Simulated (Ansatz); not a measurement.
**doublet [C2H6S2]+ at 4 levels**

We compute a comparison of 4 runs (UHF/STO-3G, UB3LYP/6-31G*, UMP2/cc-pVDZ, UCCSD/cc-pVDZ) of doublet [C2H6S2]+. 

The calculation is run with Ansatz 0.2.0.

19 further runs of the same task are left out: 19 set aside as unsound or not needed.

## Step 1: Starting point

The species is [C2H6S2]+ (10 atoms), meant as a doublet with charge +1. SMILES of the parent species: `SCCS`. Geometry: relaxed at PBE0-D4/def2-TZVP. This is one conformer, not always the lowest. That shape belongs to the parent species and isn't relaxed for this state.

Bond lengths: S1–C2 1.813 Å, C2–C3 1.514 Å, C3–S4 1.813 Å, S1–H5 1.343 Å, C2–H6 1.093 Å, C2–H7 1.090 Å, C3–H8 1.090 Å, C3–H9 1.093 Å, S4–H10 1.343 Å. Some angles: S1–C2–C3 113.1°, C2–C3–S4 113.1°, S1–C2–H6 104.6°, S1–C2–H7 110.2°, C3–C2–H6 110.4°, C3–C2–H7 111.0°, C2–S1–H5 96.8°, C2–C3–H8 111.0°, C2–C3–H9 110.4°, S4–C3–H8 110.2°.

## Step 2: The energy at UHF/STO-3G (run 1)

job.yaml

```yaml
crystal:
  periodic: [false, false, false]
  atoms:
    - {symbol: S, position_ang: [1.845640, -1.009210, 0.713940]}
    - {symbol: C, position_ang: [0.362480, -0.615570, -0.250950]}
    - {symbol: C, position_ang: [-0.362480, 0.615570, 0.250950]}
    - {symbol: S, position_ang: [-1.845640, 1.009210, -0.713940]}
    - {symbol: H, position_ang: [2.563000, 0.065170, 0.347500]}
    - {symbol: H, position_ang: [-0.272900, -1.498880, -0.152200]}
    - {symbol: H, position_ang: [0.615020, -0.517720, -1.307180]}
    - {symbol: H, position_ang: [-0.615020, 0.517720, 1.307180]}
    - {symbol: H, position_ang: [0.272900, 1.498880, 0.152200]}
    - {symbol: H, position_ang: [-2.563000, -0.065170, -0.347500]}
basis:
  gaussian: {orbitals: STO-3G}
total_charge: 1
output: {orbitals: {seedname: orbitals}}
accuracy: high
hamiltonian: {xc: hf}
magnetization: {spin_polarized: true, initial_magnetization: 1}
```

On the command line:

```console
$ ansatz run job.yaml --threads 1 --pin off --max-ram 2610MiB --events-out events.jsonl --progress --plain --runs-dir runs
```

The log of the run:

```text
Warning: RAYON_NUM_THREADS=1 ignored (pool sized by the plan → 1); use --threads N
Functional definition: HF
  name "HF"
  exchange = exact_x
  correlation = 0
683 factors; integrals over basis functions are off by at most 1.1e-8 eV
mean field evaluation 1: about -23520.7936 eV, gradient 8.5e0 eV
mean field evaluation 2: about -23520.9764 eV, gradient 8.5e0 eV
mean field evaluation 4: about -23521.6854 eV, gradient 8.9e-1 eV
mean field evaluation 8: about -23521.7126 eV, gradient 3.4e-3 eV
mean field evaluation 16: about -23521.7121 eV, gradient 2.6e-4 eV
mean field evaluation 32: about -23521.8948 eV, gradient 1.1e0 eV
mean field -23522.30772930 eV, -864.4288650588 hartree, gradient 2.0e-8 eV, S^2 0.758434; 2 other end points of the search recorded, 0 dependent functions left out
reference -23522.30772930 eV, -864.4288650588 hartree; 25, 24 occupied and 9, 10 virtual orbitals, 683 factors
Total energy: -23522.30772930 eV, -864.4288650588 hartree
```

Wall time 0.95 s (1 thread of Arm Neoverse V1, shared host); peak memory 0.099 GiB.

## Step 3: The energy at UB3LYP/6-31G(d) (Cartesian functions) (run 2)

molecule.yaml

```yaml
basis:
  gaussian:
    orbitals: "6-31G*"
crystal:
  periodic: [false, false, false]
  atoms:
    - {symbol: S, position_ang: [1.845640, -1.009210, 0.713940]}
    - {symbol: C, position_ang: [0.362480, -0.615570, -0.250950]}
    - {symbol: C, position_ang: [-0.362480, 0.615570, 0.250950]}
    - {symbol: S, position_ang: [-1.845640, 1.009210, -0.713940]}
    - {symbol: H, position_ang: [2.563000, 0.065170, 0.347500]}
    - {symbol: H, position_ang: [-0.272900, -1.498880, -0.152200]}
    - {symbol: H, position_ang: [0.615020, -0.517720, -1.307180]}
    - {symbol: H, position_ang: [-0.615020, 0.517720, 1.307180]}
    - {symbol: H, position_ang: [0.272900, 1.498880, 0.152200]}
    - {symbol: H, position_ang: [-2.563000, -0.065170, -0.347500]}
total_charge: 1
magnetization:
  spin_polarized: true
  initial_magnetization: 1
hamiltonian:
  xc: {name: B3LYP}
accuracy: high
output: {orbitals: {seedname: orbitals}}
```

On the command line:

```console
$ ansatz run molecule.yaml --threads 1 --pin off --max-ram 2610MiB --events-out events.jsonl --progress --plain --runs-dir runs
```

The log of the run:

```text
Warning: RAYON_NUM_THREADS=1 ignored (pool sized by the plan → 1); use --threads N
Functional definition: B3LYP
  name "B3LYP"
  parameter a0 = 0.2
  parameter ax = 0.72
  parameter ac = 0.81
  exchange = (1 - a0 - ax)*slater_x + ax*b88_x + a0*exact_x
  correlation = (1 - ac)*vwn_rpa_c + ac*lyp_c
1818 factors; integrals over basis functions are off by at most 3.8e-9 eV
mean field evaluation 1: about -23824.5142 eV, gradient 4.3e1 eV
mean field evaluation 2: about -23806.1088 eV, gradient 6.9e1 eV
mean field evaluation 4: about -23833.5009 eV, gradient 2.3e0 eV
mean field evaluation 8: about -23833.7191 eV, gradient 1.6e-1 eV
mean field evaluation 16: about -23833.7193 eV, gradient 2.2e-4 eV
mean field evaluation 32: about -23833.4894 eV, gradient 9.1e-5 eV
mean field -23833.71927930 eV, -875.8730284392 hartree, gradient 7.5e-8 eV, S^2 0.754096; 2 other end points of the search recorded, 0 dependent functions left out
reference -23833.71931723 eV, -875.8730298330 hartree; 25, 24 occupied and 55, 56 virtual orbitals, 1818 factors
Total energy: -23833.71931723 eV, -875.8730298330 hartree
```

Wall time 22 s (1 thread of Arm Neoverse V1, shared host); peak memory 0.39 GiB.

Run 3 isn't shown in full; the table further down has it.

## Step 4: The energy at UCCSD/cc-pVDZ (run 4)

job.yaml, as its differences from that of step 2:

```diff
@@ -14,7 +14,13 @@
 basis:
-  gaussian: {orbitals: STO-3G}
+  gaussian:
+    orbitals: cc-pVDZ
+accuracy: high
+magnetization:
+  spin_polarized: true
+  initial_magnetization: 1
 total_charge: 1
-output: {orbitals: {seedname: orbitals}}
-accuracy: high
-hamiltonian: {xc: hf}
-magnetization: {spin_polarized: true, initial_magnetization: 1}
+scf:
+  omitted_lower_state_checks: [cluster_reference, increment]
+correlation:
+  method: ccsd
+  frozen_orbitals: {C: 1, H: 0, S: 5}
```

On the command line:

```console
$ ansatz run job.yaml --threads 1 --pin off --max-ram 2610MiB --events-out events.jsonl --progress --plain --runs-dir runs
```

The log of the run:

```text
Warning: RAYON_NUM_THREADS=1 ignored (pool sized by the plan → 1); use --threads N
[... 14 lines left out ...]
12 core orbitals not correlated: weight in the atoms' cores, before any rotation towards them, 1.000 or more for the frozen orbitals, at most 0.000 for the correlated occupied ones
[... 41 lines left out ...]
Total energy: -23798.42638358 eV, -874.5760384438 hartree
Checks for a lower state left out: cluster_reference, increment
```

It took 1.7 min on 1 thread of Arm Neoverse V1, shared host; peak memory 1.1 GiB.

## Step 5: Overview of the runs

```tsv
run	level	Cartesian functions	frozen core orbitals	energy (Eh)	⟨S²⟩	wall time
1	UHF/STO-3G	no	–	-864.428865	0.758	0.95 s
2	UB3LYP/6-31G* (Cartesian functions)	yes	–	-875.873030	0.754	22 s
3	UMP2/cc-pVDZ	no	12	-874.513870	0.763	13 s
4	UCCSD/cc-pVDZ	no	12	-874.576038	0.763	1.7 min
```

## Step 6: Summary of results

```
                                           quantity          value
                                run 4: total energy  -874.57604 Eh
run 4: correlation energy (12 core orbitals frozen)     -591.0 mEh
           run 4: ⟨S²⟩ of the reference determinant          0.763
                               run 4: T1 diagnostic          0.038
```

In words: In run 1 the basis is minimal, so the values are rough. All runs together took 2.3 min, the longest 1.7 min.
